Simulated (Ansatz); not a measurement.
The same path of BH3 + ClH (6 atoms, charge 0, multiplicity 1) was run twice with different band settings. Lost on the way: B1–H2, Cl5–H6. Made: B1–Cl5, H2–H6.

These are results of RKS B3LYP-D4/def2-SVPD (Ansatz), not measurements.

Relaxed end points:

```xyz
6
Properties=species:S:1:pos:R:3
B -0.001 0.234 -0.036
H -0.005 0.689 1.078
H 1.037 0.150 -0.635
H -1.042 0.079 -0.615
Cl 0.094 -2.187 0.820
H 0.045 -1.888 2.077
```

```xyz
6
Properties=species:S:1:pos:R:3
B 0.025 -0.581 -0.482
H 0.027 0.387 2.238
H 1.047 0.040 -0.501
H -1.062 -0.082 -0.493
Cl 0.126 -2.333 -0.462
H -0.036 -0.355 2.389
```

Common settings: spring 5.0 eV/Å²; optimiser quadratic models (default); start path through a guess of the saddle point; force threshold 0.05 eV/Å; iteration limit 60; end points relaxed.

| run | movable images | climbing image |
| --- | --- | --- |
| 1 | 5 | yes |
| 2 | 4 | no |

**Question.** What does each run give, and how far can it be trusted?

**Answer.** Run 1: converged after 10 iterations, highest image 0.373 eV above the first end. A vibrational analysis at the climbing image gives one clearly imaginary mode, 742i cm⁻¹: a first-order saddle point.
Run 2: converged after 8 iterations, highest image 0.371 eV above the first end. No image climbed, so the highest image needn't sit at the top of the path.
The orbitals stay closed-shell, which can raise the energy where a bond breaks towards radicals; this wasn't checked here.
